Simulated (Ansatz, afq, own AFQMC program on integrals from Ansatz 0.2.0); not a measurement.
AlH$_{2}$O, sextet: AFQMC among the cluster methods

```xyz
4

Al    0.0000    0.0000    0.6535
O     0.0000    0.0000   -1.0930
H     0.0000   -1.6221   -0.0723
H     0.0000    1.6221   -0.0723
```

Connectivity, by distances: AlH2–O.

Basis cc-pVDZ. Noble-gas cores (and the filled d shells of Ga–Kr and In–Xe) are frozen. AFQMC by an in-house program on the Cholesky factors that Ansatz 0.2.0 writes for its CCSD(T) run. The CISD trial takes its coefficients from CCSD amplitudes. Released means that phaseless walkers are propagated on without the constraint, phases kept. Free projection: walkers drawn from exp(T), propagated without any constraint. Its projection time is finite, and what remains of the start isn't in its error. ± is one standard error of the sampling.

Determinant: UHF, the one that the program's search chose, which needn't be the lowest solution. The geometry is a PBE0/def2-TZVP stationary point of this or a neighbouring charge and spin state.

No full CI on the walks' own integrals is used here. The released AFQMC energy serves as the reference, which it does only where one determinant dominates, the energy is flat over the last release times and near the phaseless one (40 meV or 2 meV an electron, half that with transition metals). On small molecules, where full CI could be run and the noise was under 10 meV, such values lay within 10 meV of it in 19 cases of 20, a flattering rate, since the rule was set on those same cases; what remains of the bias isn't in the error bar.

Cautions: another spin lies lower (by 4.31 eV); the released value is read at 2.40 1/Eh with a noise of 19 meV, more than in the cases checked (meV from the phaseless value at times in 1/Eh: -12 ± 11 at 0.24, -28 ± 12 at 0.51, -31 ± 12 at 0.99, -21 ± 14 at 1.62, -21 ± 19 at 2.40).

The T1 diagnostic is 0.0284 and the weight of the determinant in the CISD state is 0.904. The ⟨S²⟩ of the determinant is 8.777 and the size of the correlated space is 11 electrons in 36 orbitals.

| level | correlation energy (eV) |
| --- | --- |
| MP2 | -4.7763 |
| CCSD | -5.4288 |
| CCSD(T) | -5.5731 |

**Question.** Estimate where phaseless AFQMC with a CISD trial lies against CCSD(T) on the same integrals.

**Answer.** 1.5 ± 1.0 kJ/mol below CCSD(T). The gap is under twice the noise, so this walk alone can't tell the two apart.

Reference: AFQMC with the constraint released, correlation energy -5.610 ± 0.019 eV.

```json
{"level": "CCSD(T)", "E − E(reference) (kJ/mol)": "3.5 ± 1.9", "share of correlation (%)": "99.35"}
{"level": "ph-AFQMC/CISD", "E − E(reference) (kJ/mol)": "2.1 ± 2.1", "share of correlation (%)": "99.62"}
{"level": "free AFQMC", "E − E(reference) (kJ/mol)": "0.9 ± 2.2", "share of correlation (%)": "99.84"}
```

Free projections are given only where their last times agree within the noise and don't stop above the reference; a slow remainder of the start can still hide under it. A walk keeps the symmetry of its determinant, which the program's search chose and which needn't be the lowest solution, so a lower state of the same spin and another symmetry isn't excluded. Released energies are given only where the last usable release times agree within the noise; a slower fall can still hide under it.
